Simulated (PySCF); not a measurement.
**Sulfur: highly charged ions in a basis for the neutral atom**

S¹²⁺ [He] 2s2, S¹³⁺ [He] 2s1. Computed with PySCF 2.14 in cc-pVTZ-DK (5s4p2d1f, 34 functions), with scalar relativity by spin-free X2C-1e. No spin-orbit coupling, so a gap to NIST mixes the basis error with missing relativistic terms.

Changed run: basis of the neutral atom used for a highly charged ion. This setting is unsound on purpose.

```tsv
species	method	sound run (hartree)	changed run (hartree)	converged
S¹²⁺	UHF	not run	-296.43502	yes
S¹²⁺	M06-L	not run	-296.56748	yes
S¹²⁺	r2SCAN	not run	-296.49128	yes
S¹³⁺	UHF	not run	-272.72069	yes
S¹³⁺	M06-L	not run	-272.82288	yes
S¹³⁺	r2SCAN	not run	-272.75691	yes
```

Ionisation energy of S¹²⁺:

```tsv
method	changed run (eV)	NIST (eV)
UHF	645.30	651.96 ± 0.12
M06-L	646.12	651.96 ± 0.12
r2SCAN	645.85	651.96 ± 0.12
```

The contracted functions were made for the neutral atom and can be too rigid for a highly charged ion.
